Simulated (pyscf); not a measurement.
# Four-centre exchange: HO–SiH(OH)–OH + NH₃ → H₂N–Si(OH)(OH)–OH + H₂

Gas phase, singlet surface, charge 0. Bonds broken: Si2–H6, N9–H10. Bonds formed: Si2–N9, H6–H10. Structures and frequencies: ωB97X-D3(BJ)/def2-SVP in PySCF.

Transition state (Å):

```xyz
12

O     -1.0629    -1.0993     1.8591
Si    -0.9109    -0.1527     0.5027
O      0.3647    -0.7992    -0.3184
O     -2.4369    -0.0543    -0.1142
H     -1.3090    -2.0169     1.7058
H     -0.5845     1.4637    -0.9002
H      0.5416    -0.2676    -1.1070
H     -2.4322     0.5248    -0.8890
N     -0.4320     1.4181     1.3709
H     -0.3956     1.8477     0.3088
H     -1.1550     1.8068     1.9803
H      0.4635     1.3794     1.8626
```

One imaginary mode, 964i cm⁻¹; descent along it reached the two sides named, in the forms told below.

```json
[
 {"bond": "Si2–H6", "change": "breaks", "reactant side (Å)": "1.494", "saddle": "2.165", "product side": "3.7"},
 {"bond": "N9–H10", "change": "breaks", "reactant side (Å)": "1.020", "saddle": "1.146", "product side": "2.6"},
 {"bond": "Si2–N9", "change": "forms", "reactant side (Å)": "2.135", "saddle": "1.857", "product side": "1.720"},
 {"bond": "H6–H10", "change": "forms", "reactant side (Å)": "2.566", "saddle": "1.283", "product side": "0.763"}
]
```

Electronic energies relative to the separated reactants (kJ/mol):

```tsv
level	barrier	reaction energy	reverse barrier
ωB97X-D3(BJ)/def2-TZVP	131.0	-55.5	186.5
PBE/def2-TZVP	118.6	-45.0	163.6
r²SCAN/def2-TZVP	122.0	-56.7	178.7
B3LYP-D3(BJ)/def2-TZVP	133.7	-51.8	185.6
PBE0-D3(BJ)/def2-TZVP	120.0	-50.5	170.5
M06-2X/def2-TZVP	134.8	-65.2	200.0
ωB97M-D3(BJ)/def2-TZVP	128.4	-53.2	181.6
HF/def2-TZVP	204.3	-41.9	246.2
```

With ωB97M-D3(BJ)/def2-TZVP energies and thermal terms (ideal gas, 1 atm, RRHO with modes under 100 cm⁻¹ raised to 100, one conformer, R ln 2 for rigid chiral ones), in kJ/mol:

| T (K) | ΔH‡ | ΔG‡ | ΔH | ΔG |
|---|---|---|---|---|
| 298 | 119.8 | 169.2 | -67.0 | -55.8 |
| 600 | 120.4 | 219.3 | -60.8 | -46.9 |
| 900 | 123.6 | 268.1 | -55.9 | -41.1 |
| 1200 | 127.4 | 315.8 | -52.5 | -36.7 |

On the reactant side the descent ends in an adduct with a N–Si contact (not fully relaxed), 25.2 kJ/mol under the separated species and 156.1 kJ/mol under the saddle at ωB97X-D3(BJ)/def2-TZVP. What is counted as formed (N–Si) is already present as a longer contact in the reactant adduct; forming that adduct is a step of its own. One saddle was located; it need not be the lowest between these sides.
